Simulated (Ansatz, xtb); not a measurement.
Relative energy of two isomers of C4H8FN

Structure I is `F[C@@H]1CCNC1`, a singlet and structure II is `[H]/N=C(/C)[C@H](C)F`, a singlet. Both are isolated molecules in the gas phase, relaxed with B3LYP-D3(BJ)/def2-SVP; the shapes shown needn't be the lowest conformers.

I (Å):

```xyz
14

C     0.5613   -2.9670   -0.2593
C    -0.0337   -2.2881    0.9682
C     0.1483   -0.8085    0.6247
C     1.7431   -2.0678   -0.6369
F    -0.3861   -2.9330   -1.2847
N     1.4896   -0.7903    0.0416
H     0.8402   -4.0219   -0.1074
H    -1.0771   -2.5897    1.1357
H     0.5621   -2.5506    1.8574
H     0.0872   -0.1548    1.5104
H    -0.6504   -0.4979   -0.0806
H     1.6594    0.0171   -0.5498
H     1.7810   -1.9937   -1.7383
H     2.6974   -2.5164   -0.3037
```

II (Å):

```xyz
14

C    -0.3438   -1.9159   -1.3262
C    -0.1455   -2.3289    0.1089
C     0.8118   -1.4690    0.9292
C     2.2372   -1.4728    0.3995
F     0.8250   -1.9324    2.2395
N    -0.7559   -3.3363    0.5842
H    -0.5632   -0.8381   -1.4078
H    -1.1729   -2.4927   -1.7556
H     0.5644   -2.1082   -1.9213
H    -0.4928   -3.4575    1.5709
H     0.4187   -0.4350    0.9551
H     2.2868   -1.0252   -0.6037
H     2.8871   -0.8924    1.0706
H     2.6183   -2.5042    0.3442
```

Question: Estimate E(II) − E(I) at the level CCSD(T)/def2-SVP + ΔMP2/def2-TZVPP.

Answer: Too close to call at this level: CCSD(T)/def2-SVP + ΔMP2/def2-TZVPP gives E(II) − E(I) = −0.070 eV.

How the difference moves with the method:

| level | geometry | E(II) − E(I) (eV) | departure from the last row (eV) | job, with rough time for the two |
| --- | --- | --- | --- | --- |
| GFN2-xTB | GFN2-xTB | +0.648 | +0.718 | optimisation, 0.2 s |
| HF/STO-3G | GFN2-xTB | +1.285 | +1.355 | single point, 0.61 s |
| r2SCAN-D4/def2-SVP | GFN2-xTB | −0.004 | +0.066 | single point, 3.8 s |
| B3LYP-D3(BJ)/def2-SVP | B3LYP-D3(BJ)/def2-SVP | −0.081 | −0.011 | optimisation, 91 s |
| HF/def2-SVP | B3LYP-D3(BJ)/def2-SVP | −0.043 | +0.027 | part of the CCSD(T) run |
| MP2/def2-SVP | B3LYP-D3(BJ)/def2-SVP | −0.052 | +0.018 | part of the CCSD(T) run |
| CCSD(T)/def2-SVP | B3LYP-D3(BJ)/def2-SVP | −0.113 | −0.043 | single point |
| CCSD(T)/def2-SVP + ΔMP2/def2-TZVPP | B3LYP-D3(BJ)/def2-SVP | −0.070 |  | single point, 75 s |

As drawn, II has 1 C=N in place of 2 C–N. Structure I has a 5-membered ring, II no ring.

GFN2-xTB, HF/STO-3G put the two in the other order. r2SCAN-D4/def2-SVP finds them nearly level. The largest departure from CCSD(T)/def2-SVP + ΔMP2/def2-TZVPP is that of HF/STO-3G, 1.355 eV. The last row adds to CCSD(T) the change of the MP2 difference between the two basis sets, here +0.043 eV.

With thermal terms from frequencies at re-optimised GFN2-xTB minima (ideal gas, soft modes damped towards free rotors, one conformer each, 298.15 K, 1 atm): the zero-point term adds −0.100 eV; ΔH is −0.123 and ΔG −0.218 eV.

The correlated steps freeze 6 core orbitals. Programs: Ansatz 0.2.0, xtb 6.7.1; the last row on 2 threads of Intel(R) Xeon(R) Processor @ 2.70GHz on a shared host.
